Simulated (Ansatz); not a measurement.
# CH₂NOS−: single points off equilibrium

An exercise on one series of results from a longer session: the logs are not shown, and one member is left open.

Program: Ansatz 0.2.0, Gaussian basis. Level of theory: single points in def2-TZVPPD. These are calculated values, not measurements.

Cores are frozen in the correlated methods.

## The starting structure

6 atoms, charge -1, spin multiplicity 1.

Atoms are counted from 1 here; the program's logs count them from 0.

Bond lengths: N1–C2 1.231 Å, C2–O3 1.362 Å, C2–H5 1.113 Å, O3–S4 1.789 Å, S4–H6 1.403 Å. Angles: N1–C2–O3 116.2°, N1–C2–H5 130.3°, O3–C2–H5 113.5°, C2–O3–S4 92.3°, O3–S4–H6 79.8°.

Geometry (Å):

```xyz
6

N     0.3539   -1.3355    0.3478
C     0.9094   -0.2800    0.0417
O     0.0914    0.7768   -0.2189
S    -1.3792   -0.1879    0.1083
H     1.9915   -0.0306   -0.0285
H    -1.9588    1.0511   -0.2050
```

Set-up of the first run:

Input file run/in.yaml:

```yaml
crystal:
  periodic: [false, false, false]
  atoms:
    - {symbol: N, position_ang: [0.353923, -1.335502, 0.347818]}
    - {symbol: C, position_ang: [0.909385, -0.279996, 0.041663]}
    - {symbol: O, position_ang: [0.091406, 0.776771, -0.218881]}
    - {symbol: S, position_ang: [-1.379216, -0.187860, 0.108332]}
    - {symbol: H, position_ang: [1.991474, -0.030600, -0.028504]}
    - {symbol: H, position_ang: [-1.958833, 1.051058, -0.205035]}
basis:
  gaussian: {orbitals: "def2-TZVPPD.json"}
total_charge: -1
hamiltonian: {xc: pbe, dispersion: d4}
output: {forces: true}
```

The basis file named in the input lies beside it (Basis Set Exchange, JSON).

The run is started by

```bash
ansatz run in.yaml --threads 2 --pin off --events-out ev --progress --plain --max-ram 3481MiB
```

Among the steps run: PBE-D4/def2-TZVPPD; r2SCAN-D4/def2-TZVPPD; PBE0-D4/def2-TZVPPD; wB97M-V/def2-TZVPPD; CCSD(T)/def2-TZVPPD.

One table of the session follows, with a row left open; its other results are not shown here.

| method | RMS force component (eV/Å) | angle to CCSD(T) forces (°) |
| --- | --- | --- |
| PBE-D4 | ? | ? |
| r2SCAN-D4 | 0.634 | 9.1 |
| PBE0-D4 | 0.461 | 15.3 |
| wB97M-V | 0.481 | 18.2 |
| CCSD(T) | 0.824 | reference |

Estimate the missing values for PBE-D4.

The run gave: RMS force component (eV/Å): 0.828; angle to CCSD(T) forces (°): 15.1. In the column «RMS force component (eV/Å)» it is the highest.
